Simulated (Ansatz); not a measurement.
Ideal-gas functions of C2H5Mg (`C[CH2][Mg]`) radical at 298.15 K and 1 bar, from an Ansatz frequency run at PBE0-D4/def2-TZVP.

Molar mass 53.37 g/mol, point group Cs (symmetry number 1), electronic degeneracy 2, moments of inertia 16.124, 103.608, 113.512 u Å². Harmonic wavenumbers (cm⁻¹, unscaled): 166, 196, 448, 504, 892, 913, 1016, 1120, 1241, 1399, 1441, 1485, 1497, 3009, 3024, 3067, 3068, 3096.

Use S(trans) = R[1.5 ln M + 2.5 ln T − 1.1517]; rotational temperatures θ = 24.2544 K / I; S(rot) = R[ln(√π/σ · √(T³/θAθBθC)) + 1.5]; for each mode x = 1.438777 ν̃/T, S = R[x/(eˣ − 1) − ln(1 − e⁻ˣ)] and H = RT x/(eˣ − 1); 1 cm⁻¹ = 0.0119627 kJ/mol; R = 8.31446 J/(mol·K).

By hand: the entropy, in J/(mol·K).

Translation 158.5. Rotation: θ = 1.5042, 0.2341, 0.2137 K, giving 99.0. Vibration, mode by mode: 10.38, 9.08, 3.35, 2.71, 0.60, 0.55, 0.37, 0.24, 0.15, 0.08, 0.06, 0.05, 0.05, 0.00, 0.00, 0.00, 0.00, 0.00, in all 27.7. Electronic 5.8. Sum 291.0 J/(mol·K).

By hand: H − E and G − E in kJ/mol, counted from the electronic energy.

Zero-point energy ½ × 27582 × 0.0119627 = 165.0; thermal vibration 4.9; translation, rotation and pV give 4 RT = 9.9. H − E = 179.8 kJ/mol, and G − E = 179.8 − 298.15 × 291.0/1000 = 93.0 kJ/mol.

Vibration gives 10 % of the entropy.
